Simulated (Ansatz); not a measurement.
```yaml
crystal:
  periodic: [false, false, false]
  atoms:
    - {symbol: Ta, position_ang: [0.000000, 0.000000, 0.000000]}
    - {symbol: O, position_ang: [0.000000, 0.000000, 2.110000]}
basis:
  gaussian: {orbitals: def2-TZVP}
magnetization: {spin_polarized: true, initial_magnetization: 5}
hamiltonian: {xc: pbe0}
relax: {f_tol: 0.004, max_steps: 80}
```

```sh
$ ansatz run in.yaml --threads 1 --pin off --events-out ev --progress --plain --max-ram 2176MiB
```

Steps of the relaxation (energy above the last step; positions in Å, forces in eV/Å):

```
2
step 1, 161.2 meV
Ta    0.000    0.000    0.000    0.000    0.000    2.114
O     0.000    0.000    2.110    0.000    0.000   -2.114
```

```
2
step 2, 7.5 meV
Ta    0.000    0.000    0.081    0.000    0.000   -0.594
O     0.000    0.000    2.029    0.000    0.000    0.594
```

```
2
step 3, 0.0 meV
Ta    0.000    0.000    0.068    0.000    0.000    0.022
O     0.000    0.000    2.042    0.000    0.000   -0.022
```

```
2
step 4, 0.0 meV
Ta    0.000    0.000    0.068    0.000    0.000    0.000
O     0.000    0.000    2.042    0.000    0.000    0.000
```

Close pairs at the end: Ta1–O2 1.974 Å.

A stationary point of unrestricted PBE0 after 4 steps, with ⟨S²⟩ = 8.754 against 8.75 for a pure state. 56 s on 1 thread of Arm Neoverse N1, shared host.
